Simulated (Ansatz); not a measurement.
# C2H7O: the cost of one run

All numbers below are computed with Ansatz 0.2.0 (UKS PBE-D4/def2-SVP).

## Step 1: The structure to begin with

Bond lengths: C2–C3 1.507 Å, C2–O4 1.386 Å, C2–H6 1.088 Å, C3–H7 1.091 Å, C3–H8 1.087 Å, C3–H9 1.094 Å, O4–H10 0.964 Å. Angles: C2–C3–H7 110.8°, C2–C3–H8 109.9°, C2–C3–H9 110.8°, H7–C3–H8 108.5°, H7–C3–H9 108.3°, H8–C3–H9 108.4°, C3–C2–O4 116.0°, C3–C2–H6 114.5°, O4–C2–H6 108.2°, C2–O4–H10 109.3°.

Coordinates:

```xyz
10

H    -0.9367    0.9043   -0.6308
C     0.2063    0.1010   -0.5364
C     0.4716   -0.0651    0.9379
O    -0.0251   -1.0659   -1.2471
H    -1.7562    1.4371   -0.6871
H     0.9592    0.6785   -1.0682
H    -0.3386   -0.6150    1.4183
H     0.5562    0.9098    1.4117
H     1.4042   -0.6116    1.1054
H    -0.5410   -1.6732   -0.7038
```

## Step 2: A restrained relaxation towards end A

Springs on the bonds that form and break draw the guess towards this end; the thresholds are loose.

Contents of input.yaml:

```yaml
crystal:
  periodic: [false, false, false]
  atoms:
    - { symbol: H, position_ang: [-0.9367, 0.9043, -0.6308] }
    - { symbol: C, position_ang: [0.2063, 0.101, -0.5364] }
    - { symbol: C, position_ang: [0.4716, -0.0651, 0.9379] }
    - { symbol: O, position_ang: [-0.0251, -1.0659, -1.2471] }
    - { symbol: H, position_ang: [-1.7562, 1.4371, -0.6871] }
    - { symbol: H, position_ang: [0.9592, 0.6785, -1.0682] }
    - { symbol: H, position_ang: [-0.3386, -0.615, 1.4183] }
    - { symbol: H, position_ang: [0.5562, 0.9098, 1.4117] }
    - { symbol: H, position_ang: [1.4042, -0.6116, 1.1054] }
    - { symbol: H, position_ang: [-0.541, -1.6732, -0.7038] }
magnetization:
  spin_polarized: true
  initial_magnetization: 1
basis:
  gaussian: { orbitals: def2-SVP }
hamiltonian:
  xc: pbe
  dispersion: d4
relax:
  f_tol: 0.15
  max_steps: 25
  restrain:
    - { distance: [0, 4], at: 1.92, k: 30.0 }
    - { distance: [1, 0], at: 1.07, k: 30.0 }
```

Run with:

```
$ ansatz run input.yaml --threads 2 --pin off --max-ram 3072MiB --backend cpu --events-out ev --progress --plain --runs-dir out
```

**Question.** How long does this run take on 2 threads of AMD EPYC 9B45 (Zen 5), shared host, and how much memory does it need?

About 5.4 s, with a peak of 0.18 GiB.
